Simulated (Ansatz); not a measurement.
`C#C[SiH3]` → `C#C` + `[SiH2]` at 700 K and 1 bar (silylene formation by 1,1-elimination).

Computed with Ansatz on PBE0-D4/def2-TZVP structures; ΔE is electronic, products minus reactants. CBS: MP2 limit from def2 TZ/QZ plus the TZ coupled-cluster correction, frozen cores. This one scheme is used for every species.

```json
{"species": "`C#C[SiH3]`", "CCSD(T)/CBS energy (Eh)": "-367.52081", "H − E (kJ/mol)": "166.7", "S (J/(mol·K))": "346.4"}
{"species": "`C#C`", "CCSD(T)/CBS energy (Eh)": "-77.22717", "H − E (kJ/mol)": "102.1", "S (J/(mol·K))": "244.4"}
{"species": "`[SiH2]`", "CCSD(T)/CBS energy (Eh)": "-290.19011", "H − E (kJ/mol)": "56.3", "S (J/(mol·K))": "240.4"}
```

H − E and S are ideal-gas, rigid-rotor, harmonic terms from PBE0-D4/def2-TZVP. 1 Eh = 2625.50 kJ/mol, R = 8.31446 J/(mol·K).

**Question.** By hand: ΔE, ΔH, ΔS and ΔG.

**Answer.** ΔE = (-77.22717) + (-290.19011) − (-367.52081) = 0.10353 Eh = 271.8 kJ/mol. Δ(H − E) = 102.1 + 56.3 − 166.7 = -8.3, so ΔH = 263.5 kJ/mol. ΔS = 244.4 + 240.4 − 346.4 = 138.4 J/(mol·K). ΔG = 263.5 − 700 × (138.4)/1000 = 166.6 kJ/mol.

**Question.** By hand: the equilibrium constant, and the temperature at which ΔG would vanish if ΔH and ΔS stayed fixed.

**Answer.** log₁₀ K = −ΔG/(RT ln 10) = -12.4. ΔG = 0 at ΔH/ΔS = 1904 K.

The number of gas molecules changes by +1, which sets the sign of ΔS. A doubt of 5 kJ/mol in ΔE shifts log₁₀ K by 0.4 here. These are equilibria of isolated gas molecules and say nothing of rates. Largest T1 diagnostic: 0.014 (customary marks: 0.02 for closed shells, 0.045 for open ones).
